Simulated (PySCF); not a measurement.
Species: C5H11P.
Numbering: `[CH3:1][P:2]([CH3:3])[CH:4]1[CH2:5][CH2:6]1` (hydrogens: H7, H8, H9 on C1; H10, H11, H12 on C3; H13 on C4; H14, H15 on C5; H16, H17 on C6)

The same species was optimised twice, with GFN2-xTB and with PBE0-D3(BJ)/def2-SVP (PySCF), and the same property calculations (PySCF, gas phase) were run on both structures.

```csv
coordinate,GFN2-xTB,PBE0-D3(BJ)/def2-SVP,change
P2–C4 (Å),1.839,1.829,-0.010
C4–C6 (Å),1.501,1.506,+0.005
C4–C5 (Å),1.501,1.506,+0.005
P2–C3 (Å),1.853,1.849,-0.004
C1–P2 (Å),1.853,1.850,-0.003
C5–C6 (Å),1.492,1.494,+0.002
C1–P2–C4 (°),97.6,99.7,+2.1
C3–P2–C4 (°),97.6,99.5,+1.9
C1–P2–C3 (°),98.1,99.7,+1.6
P2–C4–C5 (°),118.2,118.7,+0.5
P2–C4–C6 (°),118.2,118.5,+0.3
C5–C4–C6 (°),59.6,59.5,-0.1
C4–C5–C6 (°),60.2,60.3,+0.1
C4–C6–C5 (°),60.2,60.3,+0.1
C1–P2–C4–C5 (°),-96,-95,+1
```

Rotational constants: A = 4655, B = 2046, C = 1638 MHz (GFN2-xTB) against A = 4632, B = 2029, C = 1611 MHz (PBE0-D3(BJ)/def2-SVP). Point groups within 0.08 Å: Cs and Cs. Atoms that the bonding makes alike are paired by their places after alignment.

On the GFN2-xTB structure: lowest singlet, TDDFT (eV) 6.34 [PBE0/def2-SVPD]; isotropic polarisability (au) 85.4 [PBE0/def2-SVPD]; HOMO (eV) -6.52 [PBE0/def2-SVPD]; LUMO (eV) 0.84 [PBE0/def2-SVPD]; dipole (D) 1.28 [PBE0/def2-SVPD]; HOMO (eV) -6.57 [PBE0/pcSseg-1]; LUMO (eV) 1.25 [PBE0/pcSseg-1]; dipole (D) 1.23 [PBE0/pcSseg-1]; GIAO shielding of C1/C3 (mean) (ppm) 168.3 [PBE0/pcSseg-1]; GIAO shielding of P2 (ppm) 369.0 [PBE0/pcSseg-1]; GIAO shielding of C4 (ppm) 169.6 [PBE0/pcSseg-1]; GIAO shielding of C5/C6 (mean) (ppm) 181.7 [PBE0/pcSseg-1].

Task: What do these properties become on the PBE0-D3(BJ)/def2-SVP structure?

Result: 
```csv
property,level,on GFN2-xTB,on PBE0-D3(BJ)/def2-SVP,change
"lowest singlet, TDDFT (eV)",PBE0/def2-SVPD,6.34,6.20,-0.14
isotropic polarisability (au),PBE0/def2-SVPD,85.4,86.8,+1.4
HOMO (eV),PBE0/def2-SVPD,-6.52,-6.39,+0.13
LUMO (eV),PBE0/def2-SVPD,0.84,0.84,0.00
dipole (D),PBE0/def2-SVPD,1.28,1.31,+0.03
"energy, GFN2-xTB geometry as zero (kcal/mol)",PBE0/def2-SVPD,0.0,-1.0,-1.0
HOMO (eV),PBE0/pcSseg-1,-6.57,-6.43,+0.14
LUMO (eV),PBE0/pcSseg-1,1.25,1.32,+0.07
dipole (D),PBE0/pcSseg-1,1.23,1.26,+0.03
"energy, GFN2-xTB geometry as zero (kcal/mol)",PBE0/pcSseg-1,0.0,-0.6,-0.6
GIAO shielding of C1/C3 (mean) (ppm),PBE0/pcSseg-1,168.3,167.8,-0.5
GIAO shielding of P2 (ppm),PBE0/pcSseg-1,369.0,362.2,-6.8
GIAO shielding of C4 (ppm),PBE0/pcSseg-1,169.6,170.8,+1.2
GIAO shielding of C5/C6 (mean) (ppm),PBE0/pcSseg-1,181.7,179.3,-2.4
```

The heavy atoms differ by 0.024 Å rms after alignment (one structure mirrored). Among bonds between heavy atoms P2–C4 changes most (-0.010 Å). Changes are differences of the printed values. Neither structure is proved a minimum here.

The values belong to the conformer `[CH3:1][P:2]([CH3:3])[CH:4]1[CH2:5][CH2:6]1`: C1–P2–C4–C5 -95°.
